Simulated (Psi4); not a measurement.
# CH3O (hydroxymethyl radical) at UHF/def2-TZVPP

What is the vertical doublet–quartet gap of CH3O (hydroxymethyl radical) at UHF/def2-TZVPP? 

The results are computed with Psi4 1.11.

**1. The system as given**

CH3O: 5 atoms, total charge 0, spin state doublet. As SMILES, `[CH2]O`. The shape is that of a PBE0-D4/def2-TZVP optimisation. This is one conformer, not always the lowest.

Bond lengths: C1–O2 1.357 Å, C1–H3 1.080 Å, C1–H4 1.084 Å, O2–H5 0.960 Å. Angles: C1–O2–H5 109.6°, O2–C1–H3 113.9°, O2–C1–H4 119.2°, H3–C1–H4 121.2°.

**2. Energy and gradient at UHF/def2-TZVPP**

The input, ch3o.json:

```json
{
  "schema_name": "qcschema_input",
  "schema_version": 1,
  "molecule": {
    "schema_name": "qcschema_molecule",
    "schema_version": 2,
    "symbols": ["C", "O", "H", "H", "H"],
    "geometry": [-0.61831839, -0.59261811, 0.03817247, 0.50909222, 1.70207632, 0.22714508, -2.59875137, -0.50361201, -0.44635331, 0.51835188, -2.22912094, -0.43463701, 2.28373402, 1.48400193, 0.53743811],
    "molecular_charge": 0,
    "molecular_multiplicity": 2,
    "fix_symmetry": "c1"
  },
  "driver": "gradient",
  "model": {
    "method": "scf",
    "basis": "def2-TZVPP"
  },
  "keywords": {
    "reference": "uhf",
    "puream": true,
    "e_convergence": 1e-09,
    "d_convergence": 1e-08,
    "scf_type": "pk",
    "maxiter": 100
  }
}
```

The run is started by

```
psi4 --qcschema ch3o.json -n 1 --memory 1600MB
```

stdout:

```text
[...]
  Running in c1 symmetry.
[...]
  Nuclear repulsion =   35.444448540295475
[...]
  Multiplicity = 2
[...]
  Nalpha       = 9
  Nbeta        = 8
[...]
    Number of basis functions: 104
[...]
   @UHF iter   1:  -114.40835721084039   -6.70635e-01   3.30501e-03 DIIS/ADIIS
[...]
   @UHF iter  14:  -114.46839330390097   -6.18172e-12   5.67436e-09 DIIS
[...]
   @S^2 Observed:                7.621537961E-01
[...]
    Orbital Energies [Eh]
    ---------------------
    Alpha Occupied:
       1A    -20.584117     2A    -11.275783     3A     -1.401583
       4A     -0.922705     5A     -0.720947     6A     -0.629902
       7A     -0.608405     8A     -0.524625     9A     -0.335611
    Alpha Virtual:
      10A      0.136496    11A      0.184867    12A      0.226495
      13A      0.267901    14A      0.327361    15A      0.330540
      16A      0.382872    17A      0.517270    18A      0.560523
      19A      0.609278    20A      0.614687    21A      0.644168
      22A      0.668007    23A      0.698714    24A      0.758134
      25A      0.881300    26A      0.889432    27A      0.928764
[...]
  @UHF Final Energy:  -114.46839330390097
   => Energetics <=
    Nuclear Repulsion Energy =             35.4444485402954754
    One-Electron Energy =                -226.3969764613001416
    Two-Electron Energy =                  76.4841346171037060
    Total Energy =                       -114.4683933039009673
  UHF NO Occupations:
  HONO-2 :    7  A 1.9985070
  HONO-1 :    8  A 1.9965758
[...]
 Multipole Moments:
 ------------------------------------------------------------------------------------
     Multipole            Electronic (a.u.)      Nuclear  (a.u.)        Total (a.u.)
 ------------------------------------------------------------------------------------
 L = 1.  Multiply by 2.5417464519 to convert [e a0] to [Debye]
 Dipole X            :          0.4156552            0.0575651            0.4732203
 Dipole Y            :          1.1090429           -1.5213435           -0.4123007
 Dipole Z            :          0.2852026           -0.3498463           -0.0646437
 Magnitude           :                                                    0.6309581
[...]
  -Total Gradient:
     Atom            X                  Y                   Z
    ------   -----------------  -----------------  -----------------
       1        0.004395011097     0.002263283092    -0.000792233786
       2       -0.023562752728     0.008336359985    -0.002441931626
       3       -0.007485260640     0.001010655045    -0.000399355851
       4        0.004024964708    -0.006777085547     0.000007954748
       5        0.022628037563    -0.004833212576     0.003625566514
[...]
```

The result, in JSON:

```text
{
 "driver": "gradient",
 "model": {
  "method": "scf",
  "basis": "def2-TZVPP"
 },
 "success": true,
 "return_result": [0.004395011097016968, 0.0022632830917897334, -0.0007922337855099243, -0.023562752728203684, 0.00833635998517912, -0.002441931626000489, -0.007485260639831459, 0.0010106550452608186, -0.0003993558507205397, 0.004024964708097489, -0.006777085547081618, 7.954747889699076e-06, 0.022628037562812175, -0.004833212575593784, 0.003625566514355874],
 "properties": {
  "calcinfo_nbasis": 104,
  "calcinfo_nmo": 104,
  "calcinfo_nalpha": 9,
  "calcinfo_nbeta": 8,
  "calcinfo_natom": 5,
  "nuclear_repulsion_energy": 35.444448540295475,
  "return_energy": -114.46839330390097,
  "return_gradient": [0.004395011097016968, 0.0022632830917897334, -0.0007922337855099243, -0.023562752728203684, 0.00833635998517912, -0.002441931626000489, -0.007485260639831459, 0.0010106550452608186, -0.0003993558507205397, 0.004024964708097489, -0.006777085547081618, 7.954747889699076e-06, 0.022628037562812175, -0.004833212575593784, 0.003625566514355874],
  "scf_one_electron_energy": -226.39697646130014,
  "scf_two_electron_energy": 76.4841346171037,
  "scf_dipole_moment": [0.4732202649882723, -0.4123006607205546, -0.06464370103057226],
  "scf_total_energy": -114.46839330390097,
  "scf_total_gradient": [0.004395011097016968, 0.0022632830917897334, -0.0007922337855099243, -0.023562752728203684, 0.00833635998517912, -0.002441931626000489, -0.007485260639831459, 0.0010106550452608186, -0.0003993558507205397, 0.004024964708097489, -0.006777085547081618, 7.954747889699076e-06, 0.022628037562812175, -0.004833212575593784, 0.003625566514355874],
  "scf_iterations": 14
 }
}
```

Wall time 6.9 s (1 thread of Intel Xeon 6975P-C (Granite Rapids), shared host); peak memory 0.41 GiB.

**3. The quartet**

The input, calc.py:

```python
import psi4

psi4.set_memory('1600 MB')
psi4.set_num_threads(1)
psi4.set_output_file('psi4.out', False)

m = psi4.geometry("""
0 4
C
O 1 1.356634
H 1 1.079937 2 113.90508
H 1 1.083678 3 121.24353 2 -153.31753
H 2 0.960306 1 109.57834 3 -175.79813
symmetry c1
""")

psi4.set_options({
    'basis': 'def2-TZVPP',
    'reference': 'uhf',
    'puream': True,
    'e_convergence': 1e-09,
    'd_convergence': 1e-08,
    'scf_type': 'pk',
    'maxiter': 100,
})

energy_value, wavefunction = psi4.gradient("scf", return_wfn=True)
print('gradient / Eh bohr^-1')
print(energy_value.np.round(6))
print(f'energy = {wavefunction.energy():.10f} Eh')
```

The run is started by

```
python calc.py
```

psi4.out:

```text
[...]
  Running in c1 symmetry.
[...]
  Nuclear repulsion =   35.444449488791371
[...]
  Multiplicity = 4
[...]
  Nalpha       = 10
  Nbeta        = 7
[...]
    Number of basis functions: 104
[...]
   @UHF iter   1:  -114.05318886587010   -3.15467e-01   2.63876e-03 ADIIS/DIIS
[...]
   @UHF iter  28:  -114.14909156662185   -1.48788e-11   9.33196e-09 DIIS
[...]
   @S^2 Observed:                3.766098017E+00
[...]
    Orbital Energies [Eh]
    ---------------------
    Alpha Occupied:
       1A    -20.776151     2A    -11.357459     3A     -1.600000
       4A     -1.038672     5A     -0.919245     6A     -0.795774
       7A     -0.760741     8A     -0.647011     9A     -0.436395
      10A     -0.149691
    Alpha Virtual:
      11A      0.143774    12A      0.183375    13A      0.214462
      14A      0.282012    15A      0.286425    16A      0.336138
      17A      0.432534    18A      0.467822    19A      0.532361
      20A      0.551932    21A      0.567986    22A      0.599699
      23A      0.621423    24A      0.692712    25A      0.801701
[...]
  @UHF Final Energy:  -114.14909156662185
   => Energetics <=
    Nuclear Repulsion Energy =             35.4444494887913706
    One-Electron Energy =                -224.2538114899413699
    Two-Electron Energy =                  74.6602704345281438
    Total Energy =                       -114.1490915666218484
  UHF NO Occupations:
  HONO-2 :    8  A 1.0000000
  HONO-1 :    9  A 1.0000000
[...]
 Multipole Moments:
 ------------------------------------------------------------------------------------
     Multipole            Electronic (a.u.)      Nuclear  (a.u.)        Total (a.u.)
 ------------------------------------------------------------------------------------
 L = 1.  Multiply by 2.5417464519 to convert [e a0] to [Debye]
 Dipole X            :         -0.3116379            0.4080288            0.0963909
 Dipole Y            :          1.9606772           -0.6466157            1.3140615
 Dipole Z            :          0.1410056           -1.3622012           -1.2211956
 Magnitude           :                                                    1.7964876
[...]
  -Total Gradient:
     Atom            X                  Y                   Z
    ------   -----------------  -----------------  -----------------
       1        0.010500202700    -0.072414973164     0.042479198627
       2        0.012726450407    -0.072689400642     0.086718404721
       3       -0.005173188686     0.007765155197    -0.000454111697
       4        0.002654205672     0.006345165237    -0.023149403701
       5       -0.020707670094     0.130994053372    -0.105594087950
[...]
```

On the terminal:

```text
gradient / Eh bohr^-1
[[ 0.0105   -0.072415  0.042479]
 [ 0.012726 -0.072689  0.086718]
 [-0.005173  0.007765 -0.000454]
 [ 0.002654  0.006345 -0.023149]
 [-0.020708  0.130994 -0.105594]]
energy = -114.1490915666 Eh
```

Run time: 8.1 s. Hardware: 1 thread of Intel Xeon 6975P-C (Granite Rapids), shared host; peak memory 0.41 GiB.

**4. What came out**

Level: UHF/def2-TZVPP.

| quantity | value |
| --- | --- |
| doublet: total energy | -114.46839 Eh |
| doublet: dipole moment | 1.60 D |
| doublet: HOMO energy (highest over α and β) | -9.13 eV |
| doublet: LUMO energy (lowest over α and β) | 3.71 eV |
| doublet: ⟨S²⟩ | 0.762 |
| doublet: largest force on an atom | 1.291 eV/Å |
| quartet: total energy | -114.14909 Eh |
| quartet: dipole moment | 4.57 D |
| quartet: HOMO energy (highest over α and β) | -4.07 eV |
| quartet: LUMO energy (lowest over α and β) | -2.66 eV |
| quartet: ⟨S²⟩ | 3.766 |
| quartet: largest force on an atom | 8.717 eV/Å |
| vertical energy of the quartet above the doublet | 8.689 eV |

At this shape the quartet lies 8.69 eV (838 kJ/mol) above the doublet. The largest force (doublet) is 1.29 eV/Å: the shape isn't a stationary point for this species at this level.
